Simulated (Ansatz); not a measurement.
Geometry optimisation, RHF/def2-SVP (Ansatz 0.2.0).

input.yaml

```yaml
crystal:
  periodic: [false, false, false]
  atoms:
    - { symbol: Si, position_ang: [0.0, 0.0, 0.0] }
    - { symbol: Cl, position_ang: [0.0, 0.0, 2.48] }
    - { symbol: H, position_ang: [1.3768, 0.0, -0.4862] }
    - { symbol: H, position_ang: [-0.6877, 1.1914, -0.4862] }
    - { symbol: H, position_ang: [-0.6877, -1.1914, -0.4862] }
    - { symbol: P, position_ang: [-2.3535, 0.0, 0.782] }
    - { symbol: H, position_ang: [-3.1199, -0.8853, -0.0213] }
    - { symbol: H, position_ang: [-2.4033, -0.4268, 2.1354] }
    - { symbol: H, position_ang: [-1.4142, 0.0, 2.0145] }
basis:
  gaussian: { orbitals: def2-SVP }
hamiltonian:
  xc: hf
relax:
  f_tol: 0.15
  max_steps: 25
  restrain:
    - { distance: [0, 5], at: 2.18, k: 30.0 }
    - { distance: [8, 1], at: 1.37, k: 30.0 }
    - { distance: [0, 1], at: 3.33, k: 30.0 }
    - { distance: [8, 5], at: 2.62, k: 30.0 }
```

Launched with:

```bash
$ ansatz run input.yaml --threads 1 --pin off --max-ram 2048MiB --backend cpu --events-out ev --progress --plain --runs-dir out
```

Problem. Where does it end, and by what steps?

Solution. The run converged. The restraints hold the end off the free minimum. After 22 steps the energy has fallen by 5.945 eV (the restraints' own energy left out); H8 moved furthest, 1.95 Å. Parted: P6–H9 (1.55 → 2.62 Å).

```json
{"step": "0", "energy less start (eV)": "0.0000", "largest force component (eV/Å)": "4.070", "accepted": "yes"}
{"step": "1", "energy less start (eV)": "-0.9314", "largest force component (eV/Å)": "2.704", "accepted": "yes"}
{"step": "2", "energy less start (eV)": "-1.3768", "largest force component (eV/Å)": "4.746", "accepted": "yes"}
{"step": "3", "energy less start (eV)": "-2.2650", "largest force component (eV/Å)": "4.754", "accepted": "yes"}
{"step": "4", "energy less start (eV)": "-3.7857", "largest force component (eV/Å)": "2.636", "accepted": "yes"}
{"step": "5", "energy less start (eV)": "-4.4641", "largest force component (eV/Å)": "2.014", "accepted": "yes"}
{"step": "6", "energy less start (eV)": "-4.9671", "largest force component (eV/Å)": "1.991", "accepted": "yes"}
{"step": "7", "energy less start (eV)": "-5.2336", "largest force component (eV/Å)": "1.858", "accepted": "yes"}
{"step": "8", "energy less start (eV)": "-5.3841", "largest force component (eV/Å)": "1.764", "accepted": "yes"}
{"step": "9", "energy less start (eV)": "-5.4810", "largest force component (eV/Å)": "1.697", "accepted": "yes"}
{"step": "10", "energy less start (eV)": "-5.5579", "largest force component (eV/Å)": "1.792", "accepted": "yes"}
{"step": "11", "energy less start (eV)": "-5.6192", "largest force component (eV/Å)": "1.924", "accepted": "yes"}
{"step": "12", "energy less start (eV)": "-5.6632", "largest force component (eV/Å)": "1.775", "accepted": "yes"}
{"step": "13", "energy less start (eV)": "-5.7171", "largest force component (eV/Å)": "1.583", "accepted": "yes"}
{"step": "14", "energy less start (eV)": "-5.7701", "largest force component (eV/Å)": "1.672", "accepted": "yes"}
{"step": "15", "energy less start (eV)": "-5.8362", "largest force component (eV/Å)": "1.618", "accepted": "yes"}
{"step": "16", "energy less start (eV)": "-5.8252", "largest force component (eV/Å)": "2.157", "accepted": "yes"}
{"step": "17", "energy less start (eV)": "-5.8972", "largest force component (eV/Å)": "1.829", "accepted": "yes"}
{"step": "18", "energy less start (eV)": "-5.9338", "largest force component (eV/Å)": "1.244", "accepted": "no"}
{"step": "19", "energy less start (eV)": "-5.9244", "largest force component (eV/Å)": "1.502", "accepted": "yes"}
{"step": "20", "energy less start (eV)": "-5.9361", "largest force component (eV/Å)": "1.460", "accepted": "yes"}
{"step": "21", "energy less start (eV)": "-5.9339", "largest force component (eV/Å)": "1.548", "accepted": "yes"}
{"step": "22", "energy less start (eV)": "-5.9445", "largest force component (eV/Å)": "1.387", "accepted": "yes"}
```

```xyz
9
Properties=species:S:1:pos:R:3
Si -0.498 -0.227 -0.198
Cl 0.350 1.249 2.681
H 0.658 -0.893 0.435
H -0.266 1.220 -0.373
H -0.700 -0.828 -1.541
P -2.285 -0.538 1.073
H -3.263 -0.177 0.122
H -2.394 -1.935 0.899
H -0.891 0.816 2.835
```

Time of the run: 36 s on 1 thread of Arm Neoverse V2, on a shared host, peak memory 0.15 GiB.
